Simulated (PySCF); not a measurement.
Badger's rule along the third period: bonds to H

r²SCAN in PySCF with def2-TZVPPD on every atom, for the lowest determinant that a PBE0 search found; no spin–orbit coupling. Badger's rule says that Re = d + c·k^(−1/3) for bonds between atoms of fixed rows.

```
molecule  state (unpaired electrons)  Re (Å)  k (mdyn/Å)
     HCl      singlet (closed shell)   1.279        5.12
      SH               doublet (π ↑)   1.345           ?
      PH              triplet (π ↑↑)   1.426           ?
     SiH               doublet (π ↑)   1.529           ?
     AlH      singlet (closed shell)   1.661        1.54
```

Task: Fix c and d from HCl and AlH.

Result: c = (1.661 − 1.279)/(1.54^(−1/3) − 5.12^(−1/3)) = 1.337, d = 1.279 − c·5.12^(−1/3) = 0.503 Å.

Task: Predict k of the others and set the computed values beside them.

Result: 

| molecule | k by the rule | k computed | difference (%) |
| --- | --- | --- | --- |
| SH | 4.01 | 4.17 | -4 |
| PH | 3.04 | 3.22 | -5 |
| SiH | 2.21 | 2.34 | -5 |

The rule misses by 5 % on average, well for two fitted constants.

States were picked by a PBE0 search and need not be the measured ground states.
